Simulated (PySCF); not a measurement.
Molecule: SMILES CC(F)(F)F, C$_{2}$H$_{3}$F$_{3}$.

Atoms are numbered as in `[CH3:1][C:2]([F:3])([F:4])[F:5]`. Each H is labelled by its parent atom.

Geometry PBE0-D3(BJ)/def2-SVP throughout; GIAO in PySCF, gas phase, one conformer, non-relativistic; equivalent atoms averaged; basis pcSseg-2.

(1) How do the shifts δ (against TMS, CFCl3 at the same level) depend on the functional? (ppm; last column core-seconds on shared hosts with different chips, so compare them loosely; the GGAs took longer than the global hybrids here, which isn't the general rule, and the cause wasn't traced)

(2) Which nucleus moves most, in ppm?

Results:

(1) 
```
functional                    kind     C2    C1  F3/F4/F5  H(C1)  core-s
        HF            Hartree–Fock  117.9  22.1     -46.4   1.72     4.9
       LDA                     LDA  145.4  21.4     -88.6   1.62      17
       PBE                     GGA  141.3  21.8     -89.8   1.61      22
      BLYP                     GGA  142.2  22.4     -89.5   1.66      21
      BP86                     GGA  141.1  22.1     -90.2   1.62      20
      OPBE                     GGA  136.0  21.1     -87.5   1.56      21
       KT2                     GGA  136.0  20.8     -97.6   1.60      20
       KT3                     GGA  134.2  21.0     -93.2   1.61      22
     B97-D                     GGA  137.9  22.0     -87.8   1.64      21
     B3LYP           global hybrid  137.8  22.4     -76.5   1.67      14
      PBE0           global hybrid  135.9  22.0     -74.2   1.62      14
  mPW1PW91           global hybrid  136.1  22.1     -73.7   1.63      14
      WP04           global hybrid  141.0  23.4     -73.8   1.75      13
     B97-2           global hybrid  134.7  22.0     -75.2   1.63      13
 BHandHLYP           global hybrid  130.8  22.4     -62.0   1.70      13
 CAM-B3LYP  range-separated hybrid  138.1  23.1     -64.1   1.72      18
   wB97X-D  range-separated hybrid  136.3  22.9     -67.2   1.65      18
   LC-wPBE  range-separated hybrid  139.4  24.0     -51.8   1.70      22
```

(2) F3/F4/F5 (fluorine of a CF3 group): from -97.6 ppm with KT2 to -46.4 ppm with HF. The smallest spread is 0.19 ppm, at H(C1). Proton shifts span only some 12 ppm, so a few tenths of a ppm matter as much there as several ppm in carbon.
